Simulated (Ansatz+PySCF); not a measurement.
The numbers below are computed, except where a source is named.
# Several solutions for singlet CO₂

```xyz
3

O     0.0000    0.0000   -1.0666
C     0.0000    0.0000    0.0000
O     0.0000    0.0000    1.0666
```

Basis set: def2-SVP (spherical functions). Charge 0, multiplicity 1.

CASSCF(8,6) was run from several starts with Ansatz (development build ahead of 0.2.0) and PySCF 2.14.0. The starts are those of the Hartree–Fock orbitals from which the active space was taken at the frontier.

| run | program | start | converged | energy (hartree) | <S²> |
| --- | --- | --- | --- | --- | --- |
| A | PySCF | program defaults | no | – | – |
| B | Ansatz | atomic start, no search | yes | -187.53018 | 0.00 |
| C | Ansatz | search for the lowest state | yes | -187.53018 | 0.00 |
| D | Ansatz | stability test followed | yes | -187.53018 | 0.00 |

**Question.** Which runs reached the lowest solution of this kind, and what is wrong with the others?

**Answer.** B, C, D reached the lowest solution found. Not converged: A.
